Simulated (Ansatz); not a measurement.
A made-up structure of CH$_{4}$ClSi (charge +1), singlet:

```tsv
atom	x (Å)	y (Å)	z (Å)
Si1	-0.6865	0.5152	-0.2659
C2	0.7376	-0.6256	0.3213
Cl3	2.3110	-0.3092	0.1914
H4	3.5816	-0.1677	0.5579
H5	-0.0815	1.7221	-0.8520
H6	-1.4210	0.6899	1.0115
H7	0.5247	-1.5902	0.7941
```

It is relaxed with PBE-D4/def2-SVP and then PBE0-D4/def2-TZVP (Ansatz 0.2.0). Atoms count as bonded within 1.22 times the sum of their covalent radii (H–H: 0.88 Å). The end point is not checked to be a true minimum.

Question: Does its bonding change? (Judge from chemistry; the calculation decides.)

Answer: Computed: No: no bond forms or breaks.

Where it ends: The first stage lowers the energy by 3.27 eV in 10 steps. It ends as CH₄ClSi ([SiH2][CH][ClH]), total charge +1:
Si1  (-0.363, 0.648, 0.101)
C2  (0.801, -0.573, 0.442)
Cl3  (2.364, -0.528, -0.328)
H4  (3.190, -0.119, 0.606)
H5  (0.004, 1.788, -0.753)
H6  (-1.706, 0.504, 0.679)
H7  (0.676, -1.485, 1.011)
(Å)

Labels in which every atom is bracketed show which atoms are joined, not bond orders.

For scale, one of the runs: PBE0-D4/def2-TZVP relaxation, 129 basis functions, launched by `ansatz run in.yaml --threads 2 --pin off --events-out ev --progress --plain --max-ram 4352MiB`. The run took about 7 s on 2 CPU threads of an AMD EPYC 9B45 (shared host).
